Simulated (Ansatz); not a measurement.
C₂H₅N, SMILES `C=NC`. Charge 0, multiplicity 1.

Cartesian coordinates in Å:
```
C -0.035 -0.660 -1.119
N -0.533 0.303 -0.482
C -0.035 0.566 0.842
H 0.757 -1.306 -0.712
H -0.394 -0.880 -2.124
H 0.750 -0.133 1.166
H 0.358 1.586 0.878
H -0.866 0.525 1.551
```

Q: List the harmonic frequencies (cm⁻¹, unscaled) at PBE0-D4/def2-TZVP in Ansatz. (An estimate is asked.)

A: Ansatz gave: 223, 479, 700, 997, 1069, 1122, 1141, 1241, 1427, 1468, 1471, 1503, 1767, 2988, 3000, 3090, 3111, 3150.

Q: Is this a minimum?

A: Yes, all 18 modes are real.

Q: Give the ideal-gas thermochemistry at 298.15 K and 1 bar (rigid rotor, harmonic oscillator; point group Cs, symmetry number 1).

A: Zero-point energy 179.1 kJ/mol; H(298) − E = 191.7 kJ/mol; entropy 260.0 J/(mol·K), of which translation 155.8, rotation 90.3, vibration 13.9; G(298) − E = 114.2 kJ/mol.
